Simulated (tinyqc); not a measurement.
Inside a calculation. Method: CCSD on RHF in the sto-3g basis, frozen core, for H2O, spin multiplicity 1. Computed by tinyqc, a small Python program that keeps every step (integrals from PySCF). Settings: charge = 0, multiplicity = 1, basis = sto-3g, method = RHF, frozen orbitals = 1, energy threshold = 1e-10, iteration cap = 90, orthogonalisation = symmetric, start = core, DIIS depth = 6, amplitude equations = CCSD, DIIS depth for amplitudes = 0, cap on updates = 70. Command: `OMP_NUM_THREADS=1 python tinyqc.py 23710 23711 out.jsonl` (the two numbers bound the seeds that draw the settings). One thread of a shared host (Intel(R) Xeon(R) Processor @ 2.60GHz), about 0.3 s of CPU time with the checks. The early iterations of the SCF are left out here.

## One-electron integrals

Geometry (angstrom):
```
atom       x        y       z
O     0.0000   0.0000  0.0000
H     0.0000   0.8760  0.7670
H     0.0000  -0.8760  0.7670
```

Basis sto-3g: exponents (1/bohr^2) and contraction coefficients of normalised primitives:
```
element  l (shell)  exponent  coefficient
O            s (1)  130.7093       0.1543
O            s (1)   23.8089       0.5353
O            s (1)    6.4436       0.4446
O            s (2)    5.0332      -0.1000
O            s (2)    1.1696       0.3995
O            s (2)    0.3804       0.7001
O            p (3)    5.0332       0.1559
O            p (3)    1.1696       0.6077
O            p (3)    0.3804       0.3920
H            s (1)    3.4253       0.1543
H            s (1)    0.6239       0.5353
H            s (1)    0.1689       0.4446
```

Overlap, kinetic and nuclear-attraction integrals over the contracted functions; the nuclear repulsion is the sum of Za Zb / Rab.

nuclear repulsion = 7.573892 hartree

overlap S:
```
         1O 1s   1O 2s  1O 2px   1O 2py  1O 2pz   2H 1s    3H 1s
1O 1s   1.0000  0.2367  0.0000   0.0000  0.0000  0.0330   0.0330
1O 2s   0.2367  1.0000  0.0000   0.0000  0.0000  0.3498   0.3498
1O 2px  0.0000  0.0000  1.0000   0.0000  0.0000  0.0000   0.0000
1O 2py  0.0000  0.0000  0.0000   1.0000  0.0000  0.2377  -0.2377
1O 2pz  0.0000  0.0000  0.0000   0.0000  1.0000  0.2081   0.2081
2H 1s   0.0330  0.3498  0.0000   0.2377  0.2081  1.0000   0.1767
3H 1s   0.0330  0.3498  0.0000  -0.2377  0.2081  0.1767   1.0000
```

kinetic energy T (hartree):
```
          1O 1s    1O 2s  1O 2px   1O 2py  1O 2pz    2H 1s    3H 1s
1O 1s   29.0032  -0.1680  0.0000   0.0000  0.0000  -0.0089  -0.0089
1O 2s   -0.1680   0.8081  0.0000   0.0000  0.0000   0.0506   0.0506
1O 2px   0.0000   0.0000  2.5287   0.0000  0.0000   0.0000   0.0000
1O 2py   0.0000   0.0000  0.0000   2.5287  0.0000   0.1136  -0.1136
1O 2pz   0.0000   0.0000  0.0000   0.0000  2.5287   0.0994   0.0994
2H 1s   -0.0089   0.0506  0.0000   0.1136  0.0994   0.7600  -0.0046
3H 1s   -0.0089   0.0506  0.0000  -0.1136  0.0994  -0.0046   0.7600
```

nuclear attraction V (hartree):
```
           1O 1s    1O 2s   1O 2px   1O 2py   1O 2pz    2H 1s    3H 1s
1O 1s   -61.5274  -7.3982   0.0000   0.0000  -0.0138  -1.0543  -1.0543
1O 2s    -7.3982  -9.9579   0.0000   0.0000  -0.1706  -2.6389  -2.6389
1O 2px    0.0000   0.0000  -9.8329   0.0000   0.0000   0.0000   0.0000
1O 2py    0.0000   0.0000   0.0000  -9.9210   0.0000  -1.5695   1.5695
1O 2pz   -0.0138  -0.1706   0.0000   0.0000  -9.9004  -1.4196  -1.4196
2H 1s    -1.0543  -2.6389   0.0000  -1.5695  -1.4196  -5.1058  -0.9867
3H 1s    -1.0543  -2.6389   0.0000   1.5695  -1.4196  -0.9867  -5.1058
```

core Hamiltonian H = T + V (hartree):
```
           1O 1s    1O 2s   1O 2px   1O 2py   1O 2pz    2H 1s    3H 1s
1O 1s   -32.5242  -7.5662   0.0000   0.0000  -0.0138  -1.0632  -1.0632
1O 2s    -7.5662  -9.1498   0.0000   0.0000  -0.1706  -2.5883  -2.5883
1O 2px    0.0000   0.0000  -7.3042   0.0000   0.0000   0.0000   0.0000
1O 2py    0.0000   0.0000   0.0000  -7.3923   0.0000  -1.4559   1.4559
1O 2pz   -0.0138  -0.1706   0.0000   0.0000  -7.3717  -1.3202  -1.3202
2H 1s    -1.0632  -2.5883   0.0000  -1.4559  -1.3202  -4.3457  -0.9913
3H 1s    -1.0632  -2.5883   0.0000   1.4559  -1.3202  -0.9913  -4.3457
```

## Two-electron integrals

Functions are numbered as in S; the eight-fold symmetry (ij|kl) = (ji|kl) = (kl|ij) leaves the list below.

Two-electron integrals (ij|kl) in chemists' order, unique and non-zero (hartree):
```
(11|11) 4.7851      (21|11) 0.7414      (21|21) 0.1369      (22|11) 1.1189
(22|21) 0.2566      (22|22) 0.8172      (31|31) 0.0245      (32|31) 0.0378
(32|32) 0.1805      (33|11) 1.1158      (33|21) 0.2567      (33|22) 0.8170
(33|33) 0.8802      (41|41) 0.0245      (42|41) 0.0378      (42|42) 0.1805
(43|43) 0.0474      (44|11) 1.1158      (44|21) 0.2567      (44|22) 0.8170
(44|33) 0.7853      (44|44) 0.8802      (51|51) 0.0245      (52|51) 0.0378
(52|52) 0.1805      (53|53) 0.0474      (54|54) 0.0474      (55|11) 1.1158
(55|21) 0.2567      (55|22) 0.8170      (55|33) 0.7853      (55|44) 0.7853
(55|55) 0.8802      (61|11) 0.1044      (61|21) 0.0191      (61|22) 0.0357
(61|33) 0.0357      (61|41) 0.0007      (61|42) 0.0012      (61|44) 0.0358
(61|51) 0.0006      (61|52) 0.0011      (61|54) 1.06e-04    (61|55) 0.0357
(61|61) 0.0027      (62|11) 0.2784      (62|21) 0.0648      (62|22) 0.2313
(62|33) 0.2272      (62|41) 0.0037      (62|42) 0.0291      (62|44) 0.2341
(62|51) 0.0032      (62|52) 0.0255      (62|54) 0.0060      (62|55) 0.2325
(62|61) 0.0093      (62|62) 0.0841      (63|31) 0.0065      (63|32) 0.0388
(63|43) 0.0059      (63|53) 0.0052      (63|63) 0.0114      (64|11) 0.1587
(64|21) 0.0374      (64|22) 0.1425      (64|33) 0.1362      (64|41) 0.0083
(64|42) 0.0555      (64|44) 0.1519      (64|51) 0.0016      (64|52) 0.0147
(64|54) 0.0086      (64|55) 0.1392      (64|61) 0.0055      (64|62) 0.0630
(64|64) 0.0581      (65|11) 0.1389      (65|21) 0.0327      (65|22) 0.1247
(65|33) 0.1192      (65|41) 0.0016      (65|42) 0.0147      (65|44) 0.1227
(65|51) 0.0079      (65|52) 0.0516      (65|54) 0.0089      (65|55) 0.1322
(65|61) 0.0049      (65|62) 0.0552      (65|64) 0.0408      (65|65) 0.0472
(66|11) 0.4469      (66|21) 0.1056      (66|22) 0.4346      (66|33) 0.4180
(66|41) 0.0071      (66|42) 0.0795      (66|44) 0.4460      (66|51) 0.0062
(66|52) 0.0696      (66|54) 0.0245      (66|55) 0.4394      (66|61) 0.0152
(66|62) 0.2076      (66|64) 0.1775      (66|65) 0.1554      (66|66) 0.7746
(71|11) 0.1044      (71|21) 0.0191      (71|22) 0.0357      (71|33) 0.0357
(71|41) -0.0007     (71|42) -0.0012     (71|44) 0.0358      (71|51) 0.0006
(71|52) 0.0011      (71|54) -1.06e-04   (71|55) 0.0357      (71|61) 0.0027
(71|62) 0.0090      (71|64) 0.0050      (71|65) 0.0047      (71|66) 0.0146
(71|71) 0.0027      (72|11) 0.2784      (72|21) 0.0648      (72|22) 0.2313
(72|33) 0.2272      (72|41) -0.0037     (72|42) -0.0291     (72|44) 0.2341
(72|51) 0.0032      (72|52) 0.0255      (72|54) -0.0060     (72|55) 0.2325
(72|61) 0.0090      (72|62) 0.0675      (72|64) 0.0351      (72|65) 0.0431
(72|66) 0.1350      (72|71) 0.0093      (72|72) 0.0841      (73|31) 0.0065
(73|32) 0.0388      (73|43) -0.0059     (73|53) 0.0052      (73|63) 0.0088
(73|73) 0.0114      (74|11) -0.1587     (74|21) -0.0374     (74|22) -0.1425
(74|33) -0.1362     (74|41) 0.0083      (74|42) 0.0555      (74|44) -0.1519
(74|51) -0.0016     (74|52) -0.0147     (74|54) 0.0086      (74|55) -0.1392
(74|61) -0.0050     (74|62) -0.0351     (74|64) -0.0099     (74|65) -0.0220
(74|66) -0.0642     (74|71) -0.0055     (74|72) -0.0630     (74|74) 0.0581
(75|11) 0.1389      (75|21) 0.0327      (75|22) 0.1247      (75|33) 0.1192
(75|41) -0.0016     (75|42) -0.0147     (75|44) 0.1227      (75|51) 0.0079
(75|52) 0.0516      (75|54) -0.0089     (75|55) 0.1322      (75|61) 0.0047
(75|62) 0.0431      (75|64) 0.0220      (75|65) 0.0359      (75|66) 0.0939
(75|71) 0.0049      (75|72) 0.0552      (75|74) -0.0408     (75|75) 0.0472
(76|11) 0.0968      (76|21) 0.0228      (76|22) 0.0893      (76|33) 0.0870
(76|44) 0.0886      (76|51) 0.0017      (76|52) 0.0165      (76|55) 0.0921
(76|61) 0.0032      (76|62) 0.0331      (76|64) 0.0216      (76|65) 0.0244
(76|66) 0.0884      (76|71) 0.0032      (76|72) 0.0331      (76|74) -0.0216
(76|75) 0.0244      (76|76) 0.0168      (77|11) 0.4469      (77|21) 0.1056
(77|22) 0.4346      (77|33) 0.4180      (77|41) -0.0071     (77|42) -0.0795
(77|44) 0.4460      (77|51) 0.0062      (77|52) 0.0696      (77|54) -0.0245
(77|55) 0.4394      (77|61) 0.0146      (77|62) 0.1350      (77|64) 0.0642
(77|65) 0.0939      (77|66) 0.2995      (77|71) 0.0152      (77|72) 0.2076
(77|74) -0.1775     (77|75) 0.1554      (77|76) 0.0884      (77|77) 0.7746
```

## Orthogonalisation

S = U s U^T; symmetric (Loewdin) form X = U s^(-1/2) U^T, so that X^T S X = 1.

eigenvalues of S: 0.4736  0.5640  0.8816  1.0000  1.1093  1.2592  1.7122

X:
```
          1O 1s    1O 2s  1O 2px   1O 2py   1O 2pz    2H 1s    3H 1s
1O 1s    1.0234  -0.1343  0.0000   0.0000  -0.0067   0.0174   0.0174
1O 2s   -0.1343   1.1289  0.0000   0.0000   0.0622  -0.1942  -0.1942
1O 2px   0.0000   0.0000  1.0000   0.0000   0.0000   0.0000   0.0000
1O 2py   0.0000   0.0000  0.0000   1.0554   0.0000  -0.1506   0.1506
1O 2pz  -0.0067   0.0622  0.0000   0.0000   1.0361  -0.1133  -0.1133
2H 1s    0.0174  -0.1942  0.0000  -0.1506  -0.1133   1.1053  -0.0620
3H 1s    0.0174  -0.1942  0.0000   0.1506  -0.1133  -0.0620   1.1053
```

## Iteration 9 (converged): orbitals

converged F (hartree):
```
           1O 1s    1O 2s   1O 2px   1O 2py   1O 2pz    2H 1s    3H 1s
1O 1s   -20.2714  -5.1658   0.0000   0.0000  -0.0238  -0.7340  -0.7340
1O 2s    -5.1658  -2.4048   0.0000   0.0000  -0.0600  -0.7182  -0.7182
1O 2px    0.0000   0.0000  -0.3921   0.0000   0.0000   0.0000   0.0000
1O 2py    0.0000   0.0000   0.0000  -0.2087   0.0000  -0.3288   0.3288
1O 2pz   -0.0238  -0.0600   0.0000   0.0000  -0.2485  -0.3228  -0.3228
2H 1s    -0.7340  -0.7182   0.0000  -0.3288  -0.3228  -0.3673  -0.2285
3H 1s    -0.7340  -0.7182   0.0000   0.3288  -0.3228  -0.2285  -0.3673
```

Diagonalise F' = X^T F X, C = X C', fill 5 alpha and 5 beta electrons from the bottom; D = 2 C_occ C_occ^T. Each column has its largest component positive (the first on a tie).

F' = X^T F X (hartree):
```
          1        2        3        4        5        6        7
1  -19.8989  -2.6788   0.0000   0.0000  -0.0516  -0.0695  -0.0695
2   -2.6788  -1.3491   0.0000   0.0000   0.0972  -0.3586  -0.3586
3    0.0000   0.0000  -0.3921   0.0000   0.0000   0.0000   0.0000
4    0.0000   0.0000   0.0000  -0.0297   0.0000  -0.3624   0.3624
5   -0.0516   0.0972   0.0000   0.0000  -0.1258  -0.2967  -0.2967
6   -0.0695  -0.3586   0.0000  -0.3624  -0.2967  -0.0349  -0.0675
7   -0.0695  -0.3586   0.0000   0.3624  -0.2967  -0.0675  -0.0349
```

orbital energies (hartree): MO1 -20.2794, MO2 -1.1956, MO3 -0.5120, MO4 -0.4407, MO5 -0.3921, MO6 0.4395, MO7 0.5149

coefficients C:
```
            MO1      MO2      MO3      MO4     MO5      MO6      MO7
1O 1s    0.9946  -0.2421   0.0000   0.0904  0.0000  -0.1004   0.0000
1O 2s    0.0232   0.9069   0.0000  -0.4584  0.0000   0.5819   0.0000
1O 2px   0.0000   0.0000   0.0000   0.0000  1.0000   0.0000   0.0000
1O 2py   0.0000   0.0000   0.6226   0.0000  0.0000   0.0000   0.8783
1O 2pz   0.0028   0.0724   0.0000   0.7192  0.0000   0.7620   0.0000
2H 1s   -0.0040   0.1347   0.4560   0.3540  0.0000  -0.6720  -0.7043
3H 1s   -0.0040   0.1347  -0.4560   0.3540  0.0000  -0.6720   0.7043
```

D after iteration 9:
```
          1O 1s    1O 2s  1O 2px   1O 2py   1O 2pz    2H 1s    3H 1s
1O 1s    2.1118  -0.4758  0.0000   0.0000   0.1006  -0.0092  -0.0092
1O 2s   -0.4758   2.0664  0.0000   0.0000  -0.5278  -0.0804  -0.0804
1O 2px   0.0000   0.0000  2.0000   0.0000   0.0000   0.0000   0.0000
1O 2py   0.0000   0.0000  0.0000   0.7753   0.0000   0.5678  -0.5678
1O 2pz   0.1006  -0.5278  0.0000   0.0000   1.0449   0.5287   0.5287
2H 1s   -0.0092  -0.0804  0.0000   0.5678   0.5287   0.7029  -0.1288
3H 1s   -0.0092  -0.0804  0.0000  -0.5678   0.5287  -0.1288   0.7029
```

## Convergence

Stop when the energy changes by less than 1e-10 hartree and every element of the error matrix X^T (F D S - S D F) X is below 3e-06.

Course of the cycle:
```
iteration  E (hartree)     change  largest element of the error matrix
1           -73.287831          -                             4.86e-01
2           -74.687364  -1.40e+00                             3.50e-01
3           -74.910818  -2.23e-01                             6.19e-02
4           -74.915901  -5.08e-03                             1.34e-02
5           -74.916179  -2.78e-04                             3.17e-03
6           -74.916220  -4.13e-05                             6.08e-04
7           -74.916221  -5.91e-07                             8.52e-06
8           -74.916221  -1.52e-10                             6.21e-08
9           -74.916221  -1.42e-14                             8.03e-10
```

PySCF RHF in the same basis = -74.916221 hartree

Converged in 9 iterations.

## Integrals over molecular orbitals

(pq|rs) = sum C_ip C_jq C_kr C_ls (ij|kl), one index at a time.

one-electron integrals over orbitals h = C^T H C (hartree):
```
          1        2        3        4        5        6        7
1  -32.5080   0.5728   0.0000  -0.2021   0.0000   0.2295   0.0000
2    0.5728  -7.5422   0.0000   0.5495   0.0000  -1.1377   0.0000
3    0.0000   0.0000  -5.9142   0.0000   0.0000   0.0000  -1.7774
4   -0.2021   0.5495   0.0000  -6.4017   0.0000  -1.4149   0.0000
5    0.0000   0.0000   0.0000   0.0000  -7.3042   0.0000   0.0000
6    0.2295  -1.1377   0.0000  -1.4149   0.0000  -5.3264   0.0000
7    0.0000   0.0000  -1.7774   0.0000   0.0000   0.0000  -5.4280
```

Two-electron integrals over orbitals (pq|rs), unique and non-zero (hartree); the lowest 1 orbital is frozen and left out:
```
(22|22) 0.7268    (32|32) 0.1254    (33|22) 0.6095    (33|33) 0.5840
(42|22) -0.0325   (42|33) 0.0024    (42|42) 0.1294    (43|32) 0.0277
(43|43) 0.0597    (44|22) 0.6490    (44|33) 0.5558    (44|42) -0.0850
(44|44) 0.6672    (52|52) 0.1526    (53|53) 0.0261    (54|52) -0.0435
(54|54) 0.0455    (55|22) 0.7583    (55|33) 0.5967    (55|42) -0.0836
(55|44) 0.6707    (55|55) 0.8802    (62|22) 0.1260    (62|33) 0.0653
(62|42) 0.0371    (62|44) 0.0520    (62|55) 0.1328    (62|62) 0.0936
(63|32) -0.0314   (63|43) -0.0390   (63|63) 0.0717    (64|22) 0.1400
(64|33) 0.0529    (64|42) -0.0586   (64|44) 0.1320    (64|55) 0.1632
(64|62) 0.0558    (64|64) 0.1116    (65|52) 0.0473    (65|54) 0.0081
(65|65) 0.0333    (66|22) 0.5934    (66|33) 0.5444    (66|42) 0.0413
(66|44) 0.5452    (66|55) 0.5800    (66|62) 0.0921    (66|64) 0.0593
(66|66) 0.5802    (72|32) 0.0580    (72|43) -0.0302   (72|63) 0.0284
(72|72) 0.0692    (73|22) 0.1714    (73|33) 0.0896    (73|42) -0.0803
(73|44) 0.1308    (73|55) 0.2065    (73|62) 0.0634    (73|64) 0.1119
(73|66) 0.0486    (73|73) 0.1650    (74|32) -0.0713   (74|43) -0.0202
(74|63) 0.0568    (74|72) -0.0161   (74|74) 0.0738    (75|53) 0.0238
(75|75) 0.0246    (76|32) 0.0787    (76|43) 0.0662    (76|63) -0.0624
(76|72) -0.0044   (76|74) -0.0622   (76|76) 0.1088    (77|22) 0.5989
(77|33) 0.5725    (77|42) -0.0164   (77|44) 0.5629    (77|55) 0.5972
(77|62) 0.0566    (77|64) 0.0517    (77|66) 0.5449    (77|73) 0.0900
(77|77) 0.5828
```

## CCSD: starting amplitudes

t_ij^ab = <ij||ab> / (e_i + e_j - e_a - e_b), whose energy is MP2.

Starting amplitudes (spin orbitals 1a, 1b, ...; amplitudes related by a flip of all spins are not repeated):
```
from      to        t
3a 3b  7a 7b  -0.0803
4a 4b  6a 6b  -0.0634
3a 4b  6b 7a   0.0586
4a 4b  7a 7b  -0.0386
3a 3b  6a 6b  -0.0377
3a 4b  6a 7b  -0.0298
3a 4a  6a 7a   0.0289
2a 2b  6a 6b  -0.0286
2a 3b  6a 7b  -0.0238
2a 4b  6a 6b  -0.0222
2a 2b  7a 7b  -0.0202
5a 5b  6a 6b  -0.0200
5a 5b  7a 7b  -0.0136
2a 3a  6a 7a  -0.0132
2a 3b  6b 7a   0.0107
2a 4b  7a 7b   0.0060
```

correlation energy = -0.057855 hartree

## CCSD: amplitude update 1

t_i^a D_i^a and t_ij^ab D_ij^ab are set to the remaining terms of the spin-orbital equations, evaluated with the old amplitudes; for the doubles these are <ij||ab> + 1/2 <ab||ef> t_ij^ef + 1/2 <mn||ij> t_mn^ab + P(ij)P(ab) <mb||ej> t_im^ae + terms in t^2 + terms with t1, D the orbital-energy denominators.

Amplitudes after update 1 (spin orbitals 1a, 1b, ...; amplitudes related by a flip of all spins are not repeated):
```
from      to        t
3a 3b  7a 7b  -0.1023
4a 4b  6a 6b  -0.0802
3a 4b  6b 7a   0.0751
3a 3b  6a 6b  -0.0540
4a 4b  7a 7b  -0.0531
3a 4b  6a 7b  -0.0475
2a 4b  6a 6b  -0.0317
2a 2b  6a 6b  -0.0315
2a 3b  6a 7b  -0.0295
3a 4a  6a 7a   0.0276
5a 5b  6a 6b  -0.0245
2a 2b  7a 7b  -0.0213
2a 3b  6b 7a   0.0177
5a 5b  7a 7b  -0.0146
2a 3a  6a 7a  -0.0118
4a        6a  -0.0101
2a 4b  7a 7b   0.0046
3a        7a  -0.0041
2a        6a   0.0021
```

correlation energy = -0.073692 hartree

## CCSD: amplitude update 2

As before.

Amplitudes after update 2 (spin orbitals 1a, 1b, ...; amplitudes related by a flip of all spins are not repeated):
```
from      to        t
3a 3b  7a 7b  -0.1100
4a 4b  6a 6b  -0.0875
3a 4b  6b 7a   0.0811
3a 3b  6a 6b  -0.0605
4a 4b  7a 7b  -0.0593
3a 4b  6a 7b  -0.0567
2a 4b  6a 6b  -0.0352
2a 2b  6a 6b  -0.0317
2a 3b  6a 7b  -0.0306
5a 5b  6a 6b  -0.0259
3a 4a  6a 7a   0.0243
2a 3b  6b 7a   0.0207
2a 2b  7a 7b  -0.0206
4a        6a  -0.0154
5a 5b  7a 7b  -0.0142
2a 3a  6a 7a  -0.0098
3a        7a  -0.0046
2a        6a   0.0037
2a 4b  7a 7b   0.0036
```

correlation energy = -0.079232 hartree

## CCSD: amplitude update 3

As before.

Amplitudes after update 3 (spin orbitals 1a, 1b, ...; amplitudes related by a flip of all spins are not repeated):
```
from      to        t
3a 3b  7a 7b  -0.1132
4a 4b  6a 6b  -0.0914
3a 4b  6b 7a   0.0836
3a 3b  6a 6b  -0.0628
4a 4b  7a 7b  -0.0619
3a 4b  6a 7b  -0.0614
2a 4b  6a 6b  -0.0365
2a 2b  6a 6b  -0.0316
2a 3b  6a 7b  -0.0307
5a 5b  6a 6b  -0.0263
3a 4a  6a 7a   0.0223
2a 3b  6b 7a   0.0220
2a 2b  7a 7b  -0.0201
4a        6a  -0.0182
5a 5b  7a 7b  -0.0137
2a 3a  6a 7a  -0.0087
2a        6a   0.0047
3a        7a  -0.0044
2a 4b  7a 7b   0.0031
```

correlation energy = -0.081517 hartree

## CCSD: convergence

E_corr = 1/4 sum <ij||ab> t_ij^ab + 1/2 sum <ij||ab> t_i^a t_j^b; stop when the norm of the change is below 1e-8.

Course of the amplitude iterations:
```
update  correlation energy (hartree)  norm of the change
0                          -0.057855                   -
1                          -0.073692            1.07e-01
2                          -0.079232            4.61e-02
3                          -0.081517            2.16e-02
4                          -0.082538            1.06e-02
5                          -0.083012            5.35e-03
6                          -0.083238            2.80e-03
7                          -0.083348            1.51e-03
8                          -0.083403            8.35e-04
9                          -0.083430            4.69e-04
10                         -0.083444            2.66e-04
11                         -0.083452            1.53e-04
12                         -0.083456            8.79e-05
13                         -0.083458            5.08e-05
...                              ...                 ...
16                         -0.083460            9.93e-06
17                         -0.083460            5.78e-06
18                         -0.083460            3.36e-06
19                         -0.083460            1.96e-06
20                         -0.083460            1.14e-06
21                         -0.083460            6.66e-07
22                         -0.083460            3.88e-07
23                         -0.083460            2.27e-07
24                         -0.083460            1.32e-07
25                         -0.083460            7.73e-08
26                         -0.083460            4.51e-08
27                         -0.083460            2.64e-08
28                         -0.083460            1.54e-08
29                         -0.083460            9.00e-09
```

Converged amplitudes (spin orbitals 1a, 1b, ...; amplitudes related by a flip of all spins are not repeated):
```
from      to        t
3a 3b  7a 7b  -0.1165
4a 4b  6a 6b  -0.0965
3a 4b  6b 7a   0.0857
3a 4b  6a 7b  -0.0659
4a 4b  7a 7b  -0.0639
3a 3b  6a 6b  -0.0630
2a 4b  6a 6b  -0.0376
2a 2b  6a 6b  -0.0314
2a 3b  6a 7b  -0.0304
5a 5b  6a 6b  -0.0263
2a 3b  6b 7a   0.0227
4a        6a  -0.0220
3a 4a  6a 7a   0.0198
2a 2b  7a 7b  -0.0194
5a 5b  7a 7b  -0.0131
2a 3a  6a 7a  -0.0076
2a        6a   0.0062
3a        7a  -0.0034
2a 4b  7a 7b   0.0027
```

CCSD total energy = -74.999681 hartree

T1 diagnostic, norm of the one-spin t1 over sqrt(correlated electrons) = 0.0082

Converged in 29 updates.
